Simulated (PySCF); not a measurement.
## How the method changes the constants of NaO⁺

State: ³Σ⁻ (triplet), unpaired electrons π ↑↑. Set-up: PySCF, no relativity, basis sets Na 6-311G(d,p), O 6-311G(d,p). De refers to Na⁺ + O in their high-spin ground configurations, without counterpoise correction. The functionals are run spin-unrestricted. A positive dipole points towards O; it is taken about the centre of mass and depends on that origin.

| Level | Re (Å) | ωe (cm⁻¹) | De (eV) | μ (D) |
| --- | --- | --- | --- | --- |
| UHF | 2.547 | 179 | 0.302 | -4.61 |
| UHF-MP2 | 2.537 | 190 | 0.348 | n/a |
| UHF-SCS-MP2 | 2.541 | 189 | 0.347 | n/a |
| UHF-CCSD | 2.537 | 191 | 0.357 | n/a |
| UHF-CCSD(T) | 2.535 | 192 | 0.364 | n/a |
| LDA | 2.447 | 215 | 0.475 | -4.17 |
| PBE | 2.531 | 191 | 0.426 | -4.34 |
| BP86 | 2.568 | 176 | 0.359 | -4.46 |
| r²SCAN | 2.533 | 188 | 0.371 | -4.45 |
| PBE0 | 2.518 | 191 | 0.379 | -4.41 |
| r²SCAN0 | 2.518 | 190 | 0.353 | -4.46 |
| HSE06 | 2.517 | 192 | 0.380 | -4.41 |

Problem. Which functional lies closest to UHF-CCSD(T) in De, which farthest, and by how much do they differ from it?

Solution. Closest is BP86 (+3.3 pm in Re, -8.3 % in ωe, -0.01 eV in De against UHF-CCSD(T) in the same basis), farthest LDA (-8.8 pm in Re, +12.0 % in ωe, +0.11 eV in De). CCSD(T) converges more slowly with the basis than the functionals do and binds too weakly in this one, so the order can change at the basis-set limit.

Problem. What does a quarter of exact exchange do here, going from PBE to PBE0?

Solution. PBE0 less PBE: -1.3 pm in Re, +0.0 % in ωe, -0.05 eV in De. Exact exchange removes part of the self-interaction that spreads semilocal densities, and in most molecules shortens and stiffens the bond and lowers De; so it does here.

Problem. What does the step from GGA to meta-GGA do here, going from PBE to r²SCAN?

Solution. r²SCAN less PBE: +0.2 pm in Re, -1.6 % in ωe, -0.05 eV in De. 

Correlated steps freeze 2 core orbitals. The bond is weak. Basis-set superposition, not corrected here, can be much of De in a small basis, most of all at correlated wavefunction levels. For an ion De counts to the pair picked by the measured ionisation energies or electron affinities, which need not be the lowest pair at this level. The state was picked by a PBE0 search and need not be the measured ground state.
